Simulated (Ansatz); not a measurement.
Worked example: the interaction energy

The pair of CH₄ (SMILES C, atoms 1–5) and SiNH₅ (SMILES [SiH3]N, atoms 6–12), both closed shells, in one local arrangement (a lower one may exist), relaxed at PBE0-D4/def2-TZVP:

C1  (-0.108, -0.178, -2.590)
H2  (-0.828, 0.625, -2.434)
H3  (0.833, 0.077, -2.102)
H4  (0.063, -0.310, -3.658)
H5  (-0.499, -1.103, -2.168)
Si6  (0.067, 0.072, 1.192)
N7  (-0.088, 0.216, 2.899)
H8  (-0.606, -1.186, 0.780)
H9  (-0.595, 1.248, 0.574)
H10  (1.466, 0.022, 0.668)
H11  (0.152, 1.084, 3.350)
H12  (0.144, -0.567, 3.489)
(Å)

Both fragments are computed in the basis of the whole pair.

Computed with Ansatz 0.2.0 (basis: def2-TZVPPD and def2-QZVPPD); correlated methods freeze the cores.

Energies in eV:

| quantity | pair | first fragment | second fragment |
| --- | --- | --- | --- |
| Hartree–Fock, triple zeta (X = 3) | -10518.96367 | -1094.29027 | -9424.69720 |
| Hartree–Fock, quadruple zeta (X = 4) | -10519.34781 | -1094.35046 | -9425.02095 |
| MP2 correlation, X = 3 | -15.09347 | -5.40075 | -9.63908 |
| MP2 correlation, X = 4 | -16.05005 | -5.71010 | -10.28317 |
| CCSD(T) correlation, X = 3 | -16.99946 | -6.12582 | -10.81732 |

(1) Work out the interaction energy at the basis limit: extrapolate Hartree–Fock as E(X) = E∞ + A exp(−7.88 √X) and the MP2 correlation as E(X) = E∞ + B X^−2.97 (the exponents that Neese and Valeev fitted for def2-TZVPP and QZVPP, reused here for the diffuse sets), then add CCSD(T) − MP2 in triple zeta.

The T1 diagnostic stays at or below 0.010.

Answers

(1) Each step is linear, so take the differences first (pair − first fragment − second fragment): Hartree–Fock 0.02380 (X = 3) and 0.02360 (X = 4); MP2 correlation -0.05364 and -0.05678; CCSD(T) correlation -0.05632.
Two points give E∞ = E(4) + w [E(4) − E(3)], with w = 1/(exp(7.88 (2 − √3)) − 1) = 0.1377 for Hartree–Fock and w = 1/((4/3)^2.97 − 1) = 0.7407 for the correlation.
Hartree–Fock: 0.02360 + 0.1377 × (-0.00020) = 0.0236 eV.
MP2 correlation: -0.05678 + 0.7407 × (-0.00314) = -0.0591 eV.
CCSD(T) − MP2: -0.05632 − (-0.05364) = -0.0027 eV.
Sum: 0.0236 + (-0.0591) + (-0.0027) = -0.0382 eV, or -0.88 kcal/mol. Plain CCSD(T) in triple zeta gives -0.0325 eV, so the larger basis shifts the result by -0.0057 eV.

For scale, one of the runs: CCSD(T)/def2-TZVPPD, 275 basis functions, launched by `ansatz run in.yaml --threads 4 --pin off --events-out ev --progress --plain --max-ram 9574MiB`. Time: 110 s of wall clock on 4 CPU threads of an Arm Neoverse V1; the host was shared. Peak host memory: 7.3 GiB.
